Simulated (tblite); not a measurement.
Species: AlH6NSi.
SMILES with atom numbers: `[AlH2:1][NH:2][SiH3:3]` (hydrogens: H4, H5 on Al1; H6 on N2; H7, H8, H9 on Si3)

Calculated harmonic vibrations of the isolated species, GFN2-xTB (tblite), most abundant isotopes, no scaling. Errors from tens to a few hundred cm⁻¹ against measured bands are possible. Modes of hydrogen on aluminium and silicon can be 10 to 20 % off.

Harmonic wavenumbers (cm⁻¹): 63.0, 92.2, 105.2, 402.8, 436.0, 538.7, 579.3, 579.4, 658.0, 759.1, 782.8, 806.5, 822.0, 911.3, 1078.1, 1789.6, 1803.7, 2205.9, 2223.0, 2238.2, 3338.4.

A = 29550, B = 2833, C = 2766 MHz; mass 75.008 u (most abundant isotopes); point group Cs, symmetry number 1.

What is the zero-point energy?

Half the sum of the wavenumbers: 11107 cm⁻¹ = 31.75 kcal/mol.

Give the ideal-gas entropy at 298.15 K and 1 bar in the rigid-rotor, harmonic-oscillator model (classical rotation).

Translation 38.89, rotation 24.74, vibration 16.09: S = 79.7 cal/(mol K).

And Cp and H(298.15 K) − H(0)?

Cp = 24.41 cal/(mol K), of which vibrations give 16.46 (their classical limit is 21 R = 41.7); H(298.15 K) − H(0) = 4.84 kcal/mol without the zero-point energy, 2.47 from vibrations.

How do the functions run with temperature in this model?

```json
{"T (K)": "150", "S (cal/(mol K))": "66.1", "Cp (cal/(mol K))": "16.0", "H − H(0) (kcal/mol)": "1.84", "G − H(0) (kcal/mol)": "-8.08", "ln q(vib)": "1.83"}
{"T (K)": "250", "S (cal/(mol K))": "75.6", "Cp (cal/(mol K))": "21.8", "H − H(0) (kcal/mol)": "3.73", "G − H(0) (kcal/mol)": "-15.18", "ln q(vib)": "3.25"}
{"T (K)": "400", "S (cal/(mol K))": "87.5", "Cp (cal/(mol K))": "28.8", "H − H(0) (kcal/mol)": "7.57", "G − H(0) (kcal/mol)": "-27.45", "ln q(vib)": "5.34"}
{"T (K)": "600", "S (cal/(mol K))": "100.4", "Cp (cal/(mol K))": "34.6", "H − H(0) (kcal/mol)": "13.96", "G − H(0) (kcal/mol)": "-46.29", "ln q(vib)": "8.01"}
{"T (K)": "900", "S (cal/(mol K))": "115.6", "Cp (cal/(mol K))": "40.0", "H − H(0) (kcal/mol)": "25.22", "G − H(0) (kcal/mol)": "-78.79", "ln q(vib)": "11.62"}
```

q(vib) and H(0) count from the zero-point level.

Blend soft modes into free rotors: weight 1/[1 + (100 cm⁻¹/ν̃)⁴] for the oscillator and the rest for a rotor with moment μB/(μ + B), μ = h/(8π²ν), B = 10⁻⁴⁴ kg m². What vibrational entropy results?

14.55 cal/(mol K) in place of 16.09, which changes −T·S at 298.15 K by +0.46 kcal/mol.

Which modes carry the vibrational entropy at 298.15 K?

63.0 cm⁻¹: 4.36; 92.2 cm⁻¹: 3.61; 105.2 cm⁻¹: 3.36; 402.8 cm⁻¹: 0.95; 436.0 cm⁻¹: 0.84; 538.7 cm⁻¹: 0.57 cal/(mol K); the other 15 give 2.40 together.

Hindered rotation and anharmonicity are outside this model.

Run on one thread, x86-64 server, shared host. The figure is for the frequency step alone.
